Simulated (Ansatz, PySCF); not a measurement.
Dissociation curve of SMILES CC#N. The C1–H6 bond (C1 also carries C, H, H; H6 carries nothing else) is varied alone, starting from the PBE0/def2-TZVP optimised geometry.

- UHF/def2-TZVP (PySCF)
- RHF/def2-TZVP (PySCF)
- UKS-BLYP = unrestricted BLYP/def2-TZVP in PySCF 2.14.0
- RKS-BLYP = restricted BLYP/def2-TZVP (PySCF)
- UKS-BHandHLYP = unrestricted BHandHLYP/def2-TZVP run with PySCF 2.14.0
- RKS-BHandHLYP = restricted BHandHLYP/def2-TZVP run with PySCF
- UKS-PBE = unrestricted PBE/def2-TZVP (Ansatz, a quantum-chemistry and plane-wave program)
- RKS-PBE = restricted PBE/def2-TZVP in Ansatz
- UKS-B3LYP/6-31G* = unrestricted B3LYP/6-31G*, spherical d (PySCF)
- RKS-B3LYP/6-31G* = restricted B3LYP/6-31G*, spherical d (PySCF 2.14.0)
- UKS-B3LYP/6-311+G** = unrestricted B3LYP/6-311+G**, spherical d (PySCF)
- RKS-B3LYP/6-311+G** = restricted B3LYP/6-311+G**, spherical d run with PySCF 2.14.0
- UKS-B3LYP/LANL2DZ = unrestricted B3LYP/LANL2DZ (PySCF)
- RKS-B3LYP/LANL2DZ = restricted B3LYP/LANL2DZ in PySCF

Scanned distances (Å): 0.87, 0.93, 0.97, 1.02, 1.07, 1.09, 1.12, 1.16, 1.20, 1.27, 1.35, 1.47, 1.64, 1.81, 1.98, 2.19, 2.38, 2.65, 2.94, 3.29.

Problem. Where does the unrestricted solution first break spin symmetry (<S²> of 0.01 or more)?

Solution. UHF: between 1.47 and 1.64 Å; UKS-BLYP: between 1.98 and 2.19 Å; UKS-BHandHLYP: between 1.81 and 1.98 Å; UKS-PBE: between 1.98 and 2.19 Å; UKS-B3LYP/6-31G*: between 1.81 and 1.98 Å; UKS-B3LYP/6-311+G**: between 1.98 and 2.19 Å; UKS-B3LYP/LANL2DZ: between 1.81 and 1.98 Å.

| R / Å | <S²> UHF | E(RHF) − E(UHF) / kJ/mol | <S²> UKS-BLYP | E(RKS-BLYP) − E(UKS-BLYP) / kJ/mol | <S²> UKS-BHandHLYP | E(RKS-BHandHLYP) − E(UKS-BHandHLYP) / kJ/mol | <S²> UKS-PBE | E(RKS-PBE) − E(UKS-PBE) / kJ/mol | <S²> UKS-B3LYP/6-31G* | E(RKS-B3LYP/6-31G*) − E(UKS-B3LYP/6-31G*) / kJ/mol | <S²> UKS-B3LYP/6-311+G** | E(RKS-B3LYP/6-311+G**) − E(UKS-B3LYP/6-311+G**) / kJ/mol | <S²> UKS-B3LYP/LANL2DZ | E(RKS-B3LYP/LANL2DZ) − E(UKS-B3LYP/LANL2DZ) / kJ/mol |
|---|---|---|---|---|---|---|---|---|---|---|---|---|---|---|
| 0.87 | 0.00 | 0.0 | 0.00 | 0.0 | 0.00 | 0.0 | 0.00 | 0.0 | 0.00 | 0.0 | 0.00 | 0.0 | 0.00 | 0.0 |
| 0.93 | 0.00 | 0.0 | 0.00 | 0.0 | 0.00 | 0.0 | 0.00 | 0.0 | 0.00 | 0.0 | 0.00 | 0.0 | 0.00 | 0.0 |
| 0.97 | 0.00 | 0.0 | 0.00 | 0.0 | 0.00 | 0.0 | 0.00 | 0.0 | 0.00 | 0.0 | 0.00 | 0.0 | 0.00 | 0.0 |
| 1.02 | 0.00 | 0.0 | 0.00 | 0.0 | 0.00 | 0.0 | 0.00 | 0.0 | 0.00 | 0.0 | 0.00 | 0.0 | 0.00 | 0.0 |
| 1.07 | 0.00 | 0.0 | 0.00 | 0.0 | 0.00 | 0.0 | 0.00 | 0.0 | 0.00 | 0.0 | 0.00 | 0.0 | 0.00 | 0.0 |
| 1.09 | 0.00 | 0.0 | 0.00 | 0.0 | 0.00 | 0.0 | 0.00 | 0.0 | 0.00 | 0.0 | 0.00 | 0.0 | 0.00 | 0.0 |
| 1.12 | 0.00 | 0.0 | 0.00 | 0.0 | 0.00 | 0.0 | 0.00 | 0.0 | 0.00 | 0.0 | 0.00 | 0.0 | 0.00 | 0.0 |
| 1.16 | 0.00 | 0.0 | 0.00 | 0.0 | 0.00 | 0.0 | 0.00 | 0.0 | 0.00 | 0.0 | 0.00 | 0.0 | 0.00 | 0.0 |
| 1.20 | 0.00 | 0.0 | 0.00 | 0.0 | 0.00 | 0.0 | 0.00 | 0.0 | 0.00 | 0.0 | 0.00 | 0.0 | 0.00 | 0.0 |
| 1.27 | 0.00 | 0.0 | 0.00 | 0.0 | 0.00 | 0.0 | 0.00 | 0.0 | 0.00 | 0.0 | 0.00 | 0.0 | 0.00 | 0.0 |
| 1.35 | 0.00 | 0.0 | 0.00 | 0.0 | 0.00 | 0.0 | 0.00 | 0.0 | 0.00 | 0.0 | 0.00 | 0.0 | 0.00 | 0.0 |
| 1.47 | 0.00 | 0.0 | 0.00 | 0.0 | 0.00 | 0.0 | 0.00 | 0.0 | 0.00 | 0.0 | 0.00 | 0.0 | 0.00 | 0.0 |
| 1.64 | 0.07 | 0.3 | 0.00 | 0.0 | 0.00 | 0.0 | 0.00 | 0.0 | 0.00 | 0.0 | 0.00 | 0.0 | 0.00 | 0.0 |
| 1.81 | 0.52 | 24.6 | 0.00 | 0.0 | 0.00 | 0.0 | 0.00 | 0.0 | 0.00 | 0.0 | 0.00 | 0.0 | 0.00 | 0.0 |
| 1.98 | 0.77 | 70.4 | 0.00 | 0.0 | 0.31 | 8.4 | 0.00 | 0.0 | 0.01 | 0.0 | 0.00 | 0.0 | 0.02 | 0.0 |
| 2.19 | 0.93 | 136.1 | 0.16 | 1.5 | 0.62 | 38.7 | 0.16 | 0.8 | 0.40 | 11.3 | 0.38 | 10.1 | 0.40 | 11.4 |
| 2.38 | 1.02 | 194.7 | 0.44 | 11.2 | 0.79 | 74.0 | 0.54 | 13.1 | 0.65 | 33.3 | 0.63 | 30.8 | 0.64 | 33.4 |
| 2.65 | 1.08 | 269.6 | 0.73 | 33.3 | 0.92 | 124.7 | 0.81 | 41.2 | 0.85 | 70.3 | 0.84 | 65.8 | 0.84 | 70.3 |
| 2.94 | 1.10 | 336.9 | 0.89 | 58.6 | 0.98 | 172.6 | 0.92 | 71.0 | 0.94 | 107.8 | 0.94 | 101.1 | 0.94 | 107.3 |
| 3.29 | 1.12 | 401.6 | 0.96 | 84.0 | 1.01 | 218.5 | 0.98 | 99.5 | 0.99 | 144.4 | 0.98 | 135.2 | 0.98 | 143.4 |
